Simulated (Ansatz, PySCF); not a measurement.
Species: CHO2 (charge -1, singlet). It need not be the lowest isomer of its formula. Whether it binds its extra electron was not tested at this geometry. 
Coordinates optimised at B3LYP-D3(BJ)/def2-TZVP (Ansatz, a program for electronic structure):
```xyz
4

O     -1.0507    -0.4762    -0.0074
C     -0.0756     0.3038     0.0079
O      1.1514     0.0719    -0.0031
H     -0.3513     1.4113     0.0366
```
Charge -1, spin multiplicity 1.

Total electronic energies in hartree. Correlated levels leave the core frozen unless marked. Spin-orbit coupling is left out. No relativistic terms. Basis-set limits of correlation are two-point, X^-3; Hartree-Fock from the larger set. [CCSD(T)-MP2]/basis is that difference in the basis named.

```
level                                                                 program  energy (Eh)
-------------------------------------------------------------  --------------  -----------
HF/cc-pwCVTZ                                                           Ansatz   -188.26442
HF/def2-TZVPD                                                           PySCF   -188.28065
PBE/def2-TZVPD                                                         Ansatz   -189.09451
PBE-D4/def2-TZVPD                                              Ansatz + dftd4   -189.09630
BLYP-D4/def2-TZVPD                                             Ansatz + dftd4   -189.27211
revPBE/def2-TZVPD                                                      Ansatz   -189.23956
BP86/def2-TZVPD                                                         PySCF   -189.30013
TPSS-D4/def2-TZVPD                                              PySCF + dftd4   -189.31528
TPSSh/def2-TZVPD                                                        PySCF   -189.28682
r2SCANh-D4/def2-TZVPD                                          Ansatz + dftd4   -189.18068
PW6B95/def2-TZVPD                                                       PySCF   -189.50218
CAM-B3LYP-D3(BJ)/def2-TZVPD                                    Ansatz + dftd3   -189.22739
B2GP-PLYP-D3(BJ)/def2-TZVPD                                    Ansatz + dftd3   -189.12869
PBE-QIDH/def2-TZVPD                                                    Ansatz   -189.05143
RPA@PBE/cc-pVQZ                                                        Ansatz   -189.29355
MP2/STO-3G                                                             Ansatz   -185.60328
MP2/cc-pwCVTZ                                                          Ansatz   -188.91421
RI-MP2/cc-pVTZ                                                         Ansatz   -188.90027
RI-MP2/CBS(aug-cc-pVTZ,aug-cc-pVQZ)                                    Ansatz    -189.0149
CCSD/cc-pVDZ                                                           Ansatz   -188.70210
CCSD/cc-pwCVTZ                                                         Ansatz   -188.91107
CCSD(T)/cc-pVDZ                                                         PySCF   -188.71783
RI-MP2/CBS(aug-cc-pVTZ,aug-cc-pVQZ)+[CCSD(T)-MP2]/aug-cc-pVTZ          Ansatz    -189.0412
```

Totals of different functionals don't rank their quality; only differences between species are comparable.
